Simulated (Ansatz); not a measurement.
A made-up structure of CH7BSi, singlet:

```
10
angstrom
B 0.4412 -0.6939 0.1226
C -0.2429 -0.8620 -1.2376
Si -0.0924 1.0035 0.7790
H -1.2218 -1.2635 -1.3033
H 0.2254 -0.5186 -2.1244
H 1.5895 -0.6408 0.0883
H 0.0956 -1.4309 0.9348
H -1.5658 1.0601 0.9611
H 0.5614 1.2337 2.0935
H 0.3156 2.0868 -0.1523
```

It is relaxed with PBE-D4/def2-SVP and then PBE0-D4/def2-TZVP (Ansatz 0.2.0). Atoms count as bonded within 1.22 times the sum of their covalent radii (H–H: 0.88 Å). The end point is not checked to be a true minimum.

**Question.** Does its bonding change? (Judge from chemistry; the calculation decides.)

**Answer.** By the calculation: Yes. Formed: C2–Si3; broken: B1–Si3.

Where it ends: The first stage lowers the energy by 1.92 eV in 10 steps. It ends as CH₇BSi ([BH2][CH2][SiH3]):
```
10
angstrom
B 0.7506 -1.1985 0.1909
C -0.1906 -0.4691 -0.7718
Si -0.4050 1.0877 0.3097
H -1.1836 -0.8985 -0.9078
H 0.2352 -0.1400 -1.7201
H 1.9343 -1.0204 0.1368
H 0.3104 -1.8852 1.0688
H -1.8258 1.2578 0.7013
H 0.3964 0.9497 1.5614
H 0.0839 2.2910 -0.4073
```

Labels in which every atom is bracketed show which atoms are joined, not bond orders.

For scale, one of the runs: PBE0-D4/def2-TZVP relaxation, 141 basis functions, launched by `ansatz run in.yaml --threads 2 --pin off --events-out ev --progress --plain --max-ram 4352MiB`. The run took about 20 s on 2 CPU threads of an Arm Neoverse V1 (shared host).
